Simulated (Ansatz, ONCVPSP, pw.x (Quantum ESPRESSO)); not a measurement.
## Ge (Z = 32) (diamond): variants of one ONCV potential in the solid

```
Element                 : Ge (Z = 32)
Generator               : ONCVPSP 4.0.1.1 (patched build)
Type                    : optimised norm-conserving Vanderbilt (ONCV)
Functional              : PBE
Relativity              : scalar-relativistic
Frozen core             : [Ar] 3d10
Valence charge          : 4
Reference configuration : 4s2 4p2
Partial waves           : 4s: rc 1.50 bohr, ncon 4, nbas 9, qcut 4.2 1/bohr, local; 4p: rc 2.10 bohr, ncon 4, nbas 8, qcut 3.3 1/bohr, 3 projectors, debl 2 Ha
Local potential         : the s channel
Core correction         : Teter function, fcfact 2.25, rcfact 1.25
```

Crystal test: diamond Ge in pw.x 7.5, no spin, 8³ k-points, Fermi–Dirac smearing 0.01 Ry, cutoffs set for each file from its atomic test. The reference is all-electron LAPW (Ansatz 0.2.0) with the same functional, mesh and smearing; V0 and B0 come from Birch–Murnaghan fits to the pressures at five volumes. Errors are pseudo minus all-electron; Δ is the rms difference of the E(V) curves that follow from these fits, minima aligned, over ±6 % about the mean V0. Mesh and smearing are coarse, so the numbers serve the comparison and aren't converged zero-temperature values; the lattice is a test structure that the element need not adopt.

All-electron: a0 = 5.765 Å (V0 = 23.95 Å³/atom), B0 = 57.6 GPa.

Base: This is a poor potential for the solid.

2 further variants are left out: they gave no file fit for a test, a broken result, the same result as the base, or pressures whose basis-set error rivals the error shown.

A dash in a converged row means that the minimum lies outside the volumes sampled.

| change | cutoffs (Ry) | pw.x | mean pressure error (GPa) |
| --- | --- | --- | --- |
| base | 65/260 | converged | -4.23 |
| p: nproj 2 | 65/260 | converged | -4.28 |
| core correction Teter function, fcfact 5.75, rcfact 1.05 | 65/260 | converged | -4.25 |

Task: Give the row for: core correction Teter function, fcfact 3.7, rcfact 1.25.

Result: pw.x: converged; mean pressure error (GPa): -4.53.
